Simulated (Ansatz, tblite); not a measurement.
**BH2(OH) (BH₃O): removing and adding an electron**

Aim: the energy of removing and adding an electron for BH2(OH) (BH₃O), by energy differences, and how well orbital energies stand in for it.

Computed with Ansatz 0.2.0, Gaussian basis. Level: as each input shows.

The runs, in order: charge +1 doublet, at the geometry of the singlet (PBE0-D4/def2-TZVP, PBE-D4/def2-TZVP, r2SCAN-D4/def2-TZVP, CCSD(T)/def2-TZVPP); charge -1 doublet, at the geometry of the singlet (PBE0-D4/def2-TZVPD, PBE-D4/def2-TZVPD, r2SCAN-D4/def2-TZVPD, CCSD(T)/def2-TZVPD); the starting singlet's energies come from earlier runs.

## Step 1: The relaxed structure

The geometry is that of the singlet, from an earlier relaxation (r2SCAN-D4/def2-TZVP).

5 atoms, charge 0, spin multiplicity 1.

Atoms are counted from 1 here; the program's logs count them from 0.

Bond lengths: B1–H2 1.195 Å, B1–H3 1.201 Å, B1–O4 1.352 Å, O4–H5 0.964 Å. Angles: H2–B1–H3 122.8°, H2–B1–O4 116.6°, H3–B1–O4 120.6°, B1–O4–H5 113.3°.

## Step 2: Charge +1 doublet at the fixed geometry, PBE0-D4/def2-TZVP

File in.yaml:

```yaml
crystal:
  periodic: [false, false, false]
  atoms:
    - {symbol: B, position_ang: [0.281643, 0.295804, -0.111317]}
    - {symbol: H, position_ang: [1.435655, 0.401676, -0.404158]}
    - {symbol: H, position_ang: [-0.467749, 1.233771, -0.069869]}
    - {symbol: O, position_ang: [-0.156982, -0.949932, 0.178042]}
    - {symbol: H, position_ang: [-1.092578, -0.981319, 0.407302]}
basis:
  gaussian: {orbitals: def2-TZVP}
total_charge: 1
magnetization: {spin_polarized: true, initial_magnetization: 1}
hamiltonian: {xc: pbe0, dispersion: d4}
output: {orbitals: {seedname: orbitals}}
```

Command:

```
ansatz run in.yaml --threads 4 --pin off --events-out ev --progress --plain --max-ram 3916MiB
```

Output:

```text
Functional definition: PBE0
  name "PBE0"
  cite "Adamo & Barone, J. Chem. Phys. 110, 6158 (1999) doi:10.1063/1.478522"
  cite "Perdew, Burke & Ernzerhof, Phys. Rev. Lett. 77, 3865 (1996) doi:10.1103/PhysRevLett.77.3865"
  parent pbe
  parameter a = 0.25
  parameter kappa = 0.804
  parameter beta = 0.06672455060314922
  exchange = (1 - a)*pbe_x(kappa = kappa, mu = beta*pi^2/3) + a*exact_x
  correlation = pbe_c(beta = beta)
452 factors; their error is unknown
mean field evaluation 1: about -2745.1487 eV, gradient 6.6e1 eV
mean field evaluation 2: about -2681.7599 eV, gradient 1.2e2 eV
mean field evaluation 4: about -2758.9134 eV, gradient 5.7e0 eV
mean field evaluation 8: about -2759.0684 eV, gradient 1.1e-1 eV
mean field evaluation 16: about -2759.0707 eV, gradient 1.6e-4 eV
mean field -2759.07066226 eV, -101.3939766727 hartree, gradient 5.5e-5 eV, S^2 0.757378; 2 other end points of the search recorded, 0 dependent functions left out
reference -2759.07068435 eV, -101.3939774847 hartree; 8, 7 occupied and 72, 73 virtual orbitals, 452 factors
Total energy: -2759.08893337 eV, -101.3946481237 hartree
```

Run time: 0.65 s. Hardware: 4 threads of Arm Neoverse V2, shared host.

From the report: HOMO -18.76 eV, LUMO -14.65 eV (over both spins); ⟨S²⟩ 0.757 (pure: 0.75).

## Step 3: Charge +1 doublet at the fixed geometry, PBE-D4/def2-TZVP

start.molden holds the orbitals of an earlier run on this state, given as this run's starting guess.

in.yaml, as its differences from that of step 2:

```diff
@@ -9,6 +9,7 @@
 basis:
-  gaussian: {orbitals: def2-TZVP}
+  gaussian: {orbitals: def2-TZVP, initial_orbitals: start.molden}
 total_charge: 1
 magnetization: {spin_polarized: true, initial_magnetization: 1}
-hamiltonian: {xc: pbe0, dispersion: d4}
+hamiltonian: {xc: pbe, dispersion: d4}
+scf: {omitted_lower_state_checks: [starts]}
 output: {orbitals: {seedname: orbitals}}
```

The command is unchanged.

Output:

```text
Functional definition: PBE
  name "PBE"
  cite "Perdew, Burke & Ernzerhof, Phys. Rev. Lett. 77, 3865 (1996) doi:10.1103/PhysRevLett.77.3865"
  parent pbe
  parameter kappa = 0.804
  parameter beta = 0.06672455060314922
  exchange = pbe_x(kappa = kappa, mu = beta*pi^2/3)
  correlation = pbe_c(beta = beta)
these checks for a lower state are left out or cut short: starts
452 factors; their error is unknown
mean field evaluation 1: about -2759.0940 eV, gradient 4.2e0 eV
mean field evaluation 2: about -2759.1420 eV, gradient 5.2e-2 eV
mean field evaluation 4: about -2759.1346 eV, gradient 1.1e-4 eV
mean field -2759.13458876 eV, -101.3963259285 hartree, gradient 2.1e-5 eV, S^2 0.753299; 0 other end points of the search recorded, 0 dependent functions left out
reference -2759.13461921 eV, -101.3963270475 hartree; 8, 7 occupied and 72, 73 virtual orbitals, 452 factors
Total energy: -2759.15708910 eV, -101.3971528005 hartree
Checks for a lower state left out: starts
```

Wall time 0.5 s (4 threads of Arm Neoverse V2, shared host).

HOMO -17.00 eV, LUMO -15.58 eV (over both spins); ⟨S²⟩ 0.753 (pure: 0.75).

## Step 4: Charge +1 doublet at the fixed geometry, r2SCAN-D4/def2-TZVP

in.yaml, as its differences from that of step 3:

```diff
@@ -12,3 +12,3 @@
 magnetization: {spin_polarized: true, initial_magnetization: 1}
-hamiltonian: {xc: pbe, dispersion: d4}
+hamiltonian: {xc: r2scan, dispersion: d4}
 scf: {omitted_lower_state_checks: [starts]}
```

Same command.

Output:

```text
Functional definition: r2SCAN
  name "r2SCAN"
  cite "Furness, Kaplan, Ning, Perdew & Sun, J. Phys. Chem. Lett. 11, 8208 (2020) doi:10.1021/acs.jpclett.0c02405"
  cite "Furness, Kaplan, Ning, Perdew & Sun, J. Phys. Chem. Lett. 11, 9248 (2020) doi:10.1021/acs.jpclett.0c03077"
  parent r2scan
  parameter k0 = 0.174
  parameter k1 = 0.065
  parameter a1 = 4.9479
  exchange = r2scan_x(k0 = k0, k1 = k1, a1 = a1)
  correlation = r2scan_c
these checks for a lower state are left out or cut short: starts
452 factors; their error is unknown
mean field evaluation 1: about -2760.9462 eV, gradient 2.2e0 eV
mean field evaluation 2: about -2760.9598 eV, gradient 1.6e-2 eV
mean field evaluation 4: about -2760.9537 eV, gradient 7.4e-5 eV
mean field -2760.95369473 eV, -101.4631768398 hartree, gradient 1.6e-5 eV, S^2 0.757971; 0 other end points of the search recorded, 0 dependent functions left out
reference -2760.95370418 eV, -101.4631771869 hartree; 8, 7 occupied and 72, 73 virtual orbitals, 452 factors
Total energy: -2760.95884257 eV, -101.4633660193 hartree
Checks for a lower state left out: starts
```

Run time: 1 s. Hardware: 4 threads of Arm Neoverse V2, shared host.

Report: HOMO -17.56 eV, LUMO -15.45 eV (over both spins); ⟨S²⟩ 0.758 (pure: 0.75).

## Step 5: Charge +1 doublet at the fixed geometry, CCSD(T)/def2-TZVPP

in.yaml, as its differences from that of step 4:

```diff
@@ -9,7 +9,7 @@
 basis:
-  gaussian: {orbitals: def2-TZVP, initial_orbitals: start.molden}
+  gaussian: {orbitals: def2-TZVPP, initial_orbitals: start.molden}
 total_charge: 1
 magnetization: {spin_polarized: true, initial_magnetization: 1}
-hamiltonian: {xc: r2scan, dispersion: d4}
-scf: {omitted_lower_state_checks: [starts]}
+correlation: {method: ccsd_t}
+scf: {omitted_lower_state_checks: [starts, cluster_reference]}
 output: {orbitals: {seedname: orbitals}}
```

Same command.

Output (excerpt; [...] marks lines left out):

```text
Functional definition: HF
  name "HF"
  cite "Fock, Z. Phys. 61, 126 (1930) doi:10.1007/BF01340294"
  parent pbe
[...]
626 factors; integrals over basis functions are off by at most 1.1e-3 eV
[...]
mean field -2746.84911529 eV, -100.9448431056 hartree, gradient 5.2e-6 eV, S^2 0.781957; 0 other end points of the search recorded, 0 dependent functions left out
2 core orbitals not correlated: weight in the atoms' cores, before any rotation towards them, 1.000 or more for the frozen orbitals, at most 0.000 for the correlated occupied ones
reference -2746.84911529 eV, -100.9448431056 hartree; 6, 5 occupied and 96, 97 virtual orbitals, 626 factors
second order -9.09781259 eV of doubles, -0.00000000 eV of singles
cycle   1  -9.06864151 eV  change    2.9e-2 eV  update   9.9e-2
[...]
cycle  14  -9.48924085 eV  change    3.5e-6 eV  update   7.3e-6
perturbative correction -0.39840981 eV, -0.0146412905 hartree
Total energy: -2756.73676595 eV, -101.3082075652 hartree
Checks for a lower state left out: starts, cluster_reference
```

Run time: 4.1 s. Hardware: 4 threads of Arm Neoverse V2, shared host; peak memory 0.72 GiB.

From the report: Hartree-Fock HOMO -22.42 eV, LUMO -10.71 eV (over both spins); ⟨S²⟩ 0.782 (pure: 0.75); T1 0.033.

## Step 6: Vertical ionisation energy

Charged state less starting state, singlet to doublet; the starting state's energies are those of its earlier runs.

Differences are taken before rounding.

```
             method  vertical ionisation energy (eV)  from CCSD(T)/def2-TZVPP (eV)    time
      HF/def2-TZVPP                            11.64                         -0.44        
   PBE-D4/def2-TZVP                            11.47                         -0.61  0.85 s
r2SCAN-D4/def2-TZVP                            11.59                         -0.49   1.7 s
  PBE0-D4/def2-TZVP                            11.77                         -0.30     1 s
     MP2/def2-TZVPP                            12.08                          0.00        
    CCSD/def2-TZVPP                            12.15                         +0.07        
 CCSD(T)/def2-TZVPP                            12.08                             0   5.3 s
```

Times add the two runs; a level without a time comes out of a correlated run.

Beside −ε(HOMO) of the starting state:

```
              level  −ε(HOMO) (eV)  by difference (eV)  mismatch (eV)
   PBE-D4/def2-TZVP           7.38               11.47          -4.09
r2SCAN-D4/def2-TZVP           7.71               11.59          -3.88
  PBE0-D4/def2-TZVP           8.88               11.77          -2.89
```

## Step 7: Charge -1 doublet at the fixed geometry, PBE0-D4/def2-TZVPD

in.yaml, as its differences from that of step 5:

```diff
@@ -9,7 +9,6 @@
 basis:
-  gaussian: {orbitals: def2-TZVPP, initial_orbitals: start.molden}
-total_charge: 1
+  gaussian: {orbitals: def2-TZVPD}
+total_charge: -1
 magnetization: {spin_polarized: true, initial_magnetization: 1}
-correlation: {method: ccsd_t}
-scf: {omitted_lower_state_checks: [starts, cluster_reference]}
+hamiltonian: {xc: pbe0, dispersion: d4}
 output: {orbitals: {seedname: orbitals}}
```

Launched as before.

Output (excerpt; [...] marks lines left out):

```text
Functional definition: PBE0
  name "PBE0"
  cite "Adamo & Barone, J. Chem. Phys. 110, 6158 (1999) doi:10.1063/1.478522"
  cite "Perdew, Burke & Ernzerhof, Phys. Rev. Lett. 77, 3865 (1996) doi:10.1103/PhysRevLett.77.3865"
  parent pbe
[...]
502 factors; their error is unknown
[...]
a density is far from that of the atoms, so the factors are made again for it
733 factors; integrals over basis functions are off by at most 9.3e-4 eV
mean field -2770.01370602 eV, -101.7961261137 hartree, gradient 2.1e-5 eV, S^2 0.750091; 0 other end points of the search recorded, 0 dependent functions left out
reference -2770.01373061 eV, -101.7961270173 hartree; 9, 8 occupied and 95, 96 virtual orbitals, 733 factors
Total energy: -2770.05438200 eV, -101.7976209283 hartree
```

It took 3.8 s on 4 threads of Arm Neoverse V2, shared host.

From the report: HOMO 1.85 eV, LUMO 3.25 eV (over both spins); ⟨S²⟩ 0.750 (pure: 0.75). Doubts: highest occupied level lies above zero.

## Step 8: Charge -1 doublet at the fixed geometry, PBE-D4/def2-TZVPD

in.yaml, as its differences from that of step 7:

```diff
@@ -9,6 +9,7 @@
 basis:
-  gaussian: {orbitals: def2-TZVPD}
+  gaussian: {orbitals: def2-TZVPD, initial_orbitals: start.molden}
 total_charge: -1
 magnetization: {spin_polarized: true, initial_magnetization: 1}
-hamiltonian: {xc: pbe0, dispersion: d4}
+hamiltonian: {xc: pbe, dispersion: d4}
+scf: {omitted_lower_state_checks: [starts]}
 output: {orbitals: {seedname: orbitals}}
```

Launched as before.

Output (excerpt; [...] marks lines left out):

```text
Functional definition: PBE
  name "PBE"
  cite "Perdew, Burke & Ernzerhof, Phys. Rev. Lett. 77, 3865 (1996) doi:10.1103/PhysRevLett.77.3865"
  parent pbe
[...]
502 factors; their error is unknown
[...]
a density is far from that of the atoms, so the factors are made again for it
733 factors; integrals over basis functions are off by at most 9.3e-4 eV
[...]
mean field -2769.85783371 eV, -101.7903979118 hartree, gradient 7.1e-6 eV, S^2 0.750104; 0 other end points of the search recorded, 0 dependent functions left out
reference -2769.85786646 eV, -101.7903991153 hartree; 9, 8 occupied and 95, 96 virtual orbitals, 733 factors
Total energy: -2769.90791583 eV, -101.7922383958 hartree
Checks for a lower state left out: starts
```

Wall time 3.1 s (4 threads of Arm Neoverse V2, shared host).

From the report: HOMO 2.16 eV, LUMO 2.46 eV (over both spins); ⟨S²⟩ 0.750 (pure: 0.75). Doubts: highest occupied level lies above zero.

## Step 9: Charge -1 doublet at the fixed geometry, r2SCAN-D4/def2-TZVPD

in.yaml, as its differences from that of step 8:

```diff
@@ -12,3 +12,3 @@
 magnetization: {spin_polarized: true, initial_magnetization: 1}
-hamiltonian: {xc: pbe, dispersion: d4}
+hamiltonian: {xc: r2scan, dispersion: d4}
 scf: {omitted_lower_state_checks: [starts]}
```

Launched as before.

Output (excerpt; [...] marks lines left out):

```text
Functional definition: r2SCAN
  name "r2SCAN"
  cite "Furness, Kaplan, Ning, Perdew & Sun, J. Phys. Chem. Lett. 11, 8208 (2020) doi:10.1021/acs.jpclett.0c02405"
  cite "Furness, Kaplan, Ning, Perdew & Sun, J. Phys. Chem. Lett. 11, 9248 (2020) doi:10.1021/acs.jpclett.0c03077"
  parent r2scan
[...]
502 factors; their error is unknown
[...]
a density is far from that of the atoms, so the factors are made again for it
732 factors; integrals over basis functions are off by at most 9.3e-4 eV
[...]
mean field -2771.67551626 eV, -101.8571965135 hartree, gradient 9.9e-6 eV, S^2 0.750331; 0 other end points of the search recorded, 0 dependent functions left out
reference -2771.67553854 eV, -101.8571973321 hartree; 9, 8 occupied and 95, 96 virtual orbitals, 732 factors
Total energy: -2771.68714432 eV, -101.8576238369 hartree
Checks for a lower state left out: starts
```

Wall time 4.6 s (4 threads of Arm Neoverse V2, shared host).

HOMO 2.23 eV, LUMO 2.81 eV (over both spins); ⟨S²⟩ 0.750 (pure: 0.75). Doubts: highest occupied level lies above zero.

## Step 10: Charge -1 doublet at the fixed geometry, CCSD(T)/def2-TZVPD

in.yaml, as its differences from that of step 9:

```diff
@@ -12,4 +12,4 @@
 magnetization: {spin_polarized: true, initial_magnetization: 1}
-hamiltonian: {xc: r2scan, dispersion: d4}
-scf: {omitted_lower_state_checks: [starts]}
+correlation: {method: ccsd_t}
+scf: {omitted_lower_state_checks: [starts, cluster_reference]}
 output: {orbitals: {seedname: orbitals}}
```

The command is unchanged.

Output (excerpt; [...] marks lines left out):

```text
Functional definition: HF
  name "HF"
  cite "Fock, Z. Phys. 61, 126 (1930) doi:10.1007/BF01340294"
  parent pbe
[...]
711 factors; integrals over basis functions are off by at most 9.3e-4 eV
[...]
a density is far from that of the atoms, so the factors are made again for it
735 factors; integrals over basis functions are off by at most 9.3e-4 eV
[...]
mean field -2757.18705916 eV, -101.3247555358 hartree, gradient 1.7e-6 eV, S^2 0.750256; 1 other end points of the search recorded, 0 dependent functions left out
2 core orbitals not correlated: weight in the atoms' cores, before any rotation towards them, 1.000 or more for the frozen orbitals, at most 0.000 for the correlated occupied ones
reference -2757.18705916 eV, -101.3247555358 hartree; 7, 6 occupied and 95, 96 virtual orbitals, 735 factors
second order -9.57127844 eV of doubles, -0.00000000 eV of singles
cycle   1  -9.75378237 eV  change   -1.8e-1 eV  update   7.9e-2
[...]
cycle  12  -10.08233892 eV  change    2.5e-6 eV  update   1.1e-5
perturbative correction -0.35502353 eV, -0.0130468741 hartree
Total energy: -2767.62442161 eV, -101.7083215310 hartree
Checks for a lower state left out: starts, cluster_reference
```

It took 5.5 s on 4 threads of Arm Neoverse V2, shared host; peak memory 0.77 GiB.

Hartree-Fock HOMO 1.25 eV, LUMO 4.73 eV (over both spins); ⟨S²⟩ 0.750 (pure: 0.75); T1 0.023. Doubts: highest occupied level lies above zero.

## Step 11: Vertical electron affinity

Starting state less charged state (positive: the electron is bound), singlet to doublet; the starting state's energies are those of its earlier runs.

Differences are taken before rounding.

```
              method  vertical electron affinity (eV)  from CCSD(T)/def2-TZVPD (eV)   time
       HF/def2-TZVPD                            -1.27                         -0.25       
   PBE-D4/def2-TZVPD                            -0.75                         +0.28  3.5 s
r2SCAN-D4/def2-TZVPD                            -0.88                         +0.14  5.4 s
  PBE0-D4/def2-TZVPD                            -0.83                         +0.19  4.2 s
      MP2/def2-TZVPD                            -1.08                         -0.05       
     CCSD/def2-TZVPD                            -1.06                         -0.03       
  CCSD(T)/def2-TZVPD                            -1.02                             0  6.8 s
```

Times add the two runs; a level without a time comes out of a correlated run.

Beside −ε(LUMO) of the starting state:

```
               level  −ε(LUMO) (eV)  by difference (eV)  mismatch (eV)
   PBE-D4/def2-TZVPD           1.51               -0.75          +2.26
r2SCAN-D4/def2-TZVPD           1.05               -0.88          +1.93
  PBE0-D4/def2-TZVPD           0.50               -0.83          +1.33
```

## Step 12: Outcome

| quantity | value |
| --- | --- |
| vertical ionisation energy, functionals in def2-TZVP | 11.47 (PBE-D4) to 11.77 eV (PBE0-D4) |
| vertical ionisation energy, CCSD(T)/def2-TZVPP | 12.08 eV |
| vertical electron affinity, functionals in def2-TZVPD | -0.88 (r2SCAN-D4) to -0.75 eV (PBE-D4) |
| vertical electron affinity, CCSD(T)/def2-TZVPD | -1.02 eV |

**Reading.** The vertical ionisation energy spans 11.47 to 11.77 eV over the functionals, beside 12.08 eV from CCSD(T)/def2-TZVPP. −ε(HOMO) misses the level's own difference by -2.89 eV at best (PBE0-D4) and -4.09 eV at worst (PBE-D4). The reference is CCSD(T) in one finite basis, so it carries an error of its own, often a tenth of an eV or more, and near misses can't be ranked. The vertical electron affinity spans -0.88 to -0.75 eV over the functionals, beside -1.02 eV from CCSD(T)/def2-TZVPD. A negative affinity means an unbound electron, held by the basis alone. −ε(LUMO) misses the level's own difference by +1.33 eV at best (PBE0-D4) and +2.26 eV at worst (PBE-D4).
